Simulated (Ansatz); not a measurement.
System (SMILES): C#C (C2H2).
Atoms: C1, C2, H3, H4. Bonds: C1-C2, C1-H4, C2-H3.

Basis-set convergence of the optimised C1-C2 bond length at MP2 with Ansatz (a quantum-chemistry and plane-wave program). The reference of a correlated method is not its basis-set limit, which lies further on. Cartesian d functions, on some or all atoms, in 6-31G*, 6-31+G*; all else is spherical. Cores are frozen. No added dispersion term, no relativity. Reference: the value in def2-QZVPPD, 1.2088 Å, itself unsure by roughly 0.0007 Å (its mean distance from pcseg-3, def2-QZVPP, cc-pVQZ). Deviations are taken from unrounded values.

| basis | functions | optimised C1-C2 bond length (Å) |
|---|---|---|
| 6-31G* | 34 | 1.2177 |
| 6-31+G* | 42 | 1.2201 |
| cc-pVDZ | 38 | 1.2297 |
| aug-cc-pVDZ | 64 | 1.2315 |
| def2-SVP | 38 | 1.2238 |
| def2-SVPD | 56 | 1.2254 |
| pcseg-1 | 38 | 1.2191 |
| aug-pcseg-1 | 64 | 1.2212 |
| 6-311G** | 48 | 1.2151 |
| 6-311+G** | 56 | 1.2162 |
| def2-TZVP | 74 | 1.2116 |
| def2-TZVPD | 92 | 1.2121 |
| cc-pVTZ | 88 | 1.2114 |
| aug-cc-pVTZ | 138 | 1.2122 |
| pcseg-2 | 88 | 1.2087 |
| aug-pcseg-2 | 138 | 1.2102 |
| def2-TZVPP | 90 | 1.2113 |
| def2-TZVPPD | 108 | 1.2122 |
| def2-QZVPP | 174 | 1.2087 |
| def2-QZVPPD | 192 | 1.2088 |

What the diffuse functions change, pair by pair:
- 6-31G* to 6-31+G*: 8 more functions, deviation 0.0089 to 0.0113 Å
- cc-pVDZ to aug-cc-pVDZ: 26 more functions, deviation 0.0210 to 0.0227 Å
- def2-SVP to def2-SVPD: 18 more functions, deviation 0.0150 to 0.0167 Å
- pcseg-1 to aug-pcseg-1: 26 more functions, deviation 0.0103 to 0.0124 Å
- 6-311G** to 6-311+G**: 8 more functions, deviation 0.0063 to 0.0075 Å
- def2-TZVP to def2-TZVPD: 18 more functions, deviation 0.0028 to 0.0034 Å
- cc-pVTZ to aug-cc-pVTZ: 50 more functions, deviation 0.0026 to 0.0034 Å
- pcseg-2 to aug-pcseg-2: 50 more functions, deviation 0.0000 to 0.0015 Å
- def2-TZVPP to def2-TZVPPD: 18 more functions, deviation 0.0026 to 0.0035 Å
- def2-QZVPP to def2-QZVPPD: 18 more functions, deviation -0.0001 to 0.0000 Å

Leaving out the reference's own pair, they bring the value nearer the reference by more than 0.0007 Å in 0 of 9 pairs.
